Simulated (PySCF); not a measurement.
# BeH5O: the cost of one run

Computed with PySCF 2.14.0; each step states its level. No surroundings beyond the atoms listed, unless a continuum is named. Atoms count from 0, parts from 1.

## 1. The system as given

7 atoms, charge 1, multiplicity 1; geometry: GFN2-xTB. Parts: 1 = atoms 0–2, `[BeH2]`, charge 0; 2 = atoms 3–6, `[OH3+]`, charge 1.

## 2. Optimising the geometry at PBE0-D3(BJ)/def2-TZVPD

What the job is given:

```
{"job": {"xc": "PBE0", "basis": "def2-TZVPD", "d3": "d3bj", "grid": 3, "kind": "geom", "shake": 0.01}, "charge": 1, "multiplicity": 1, "parts": [{"atoms": "0-2", "charge": 0, "multiplicity": 1}, {"atoms": "3-6", "charge": 1, "multiplicity": 1}]}
Be    -0.100552     0.000975     0.170391
H     -0.305467    -1.149855     0.620710
H     -0.024779     1.254056    -0.354847
O      0.505834     3.524377    -1.154776
H      0.223633     2.515929    -0.827212
H     -0.161872     4.196241    -0.825030
H      0.579553     3.575344    -2.121322
```

On the command line:

```console
$ OMP_NUM_THREADS=1 python cluster_run.py task.json out
```

One launch serves the whole session: the jobs run in the order shown.

Q: Estimate the wall time and peak memory of this first job on 1 thread of Arm Neoverse N1, shared host.

About 27 s, with a peak of 0.51 GiB.
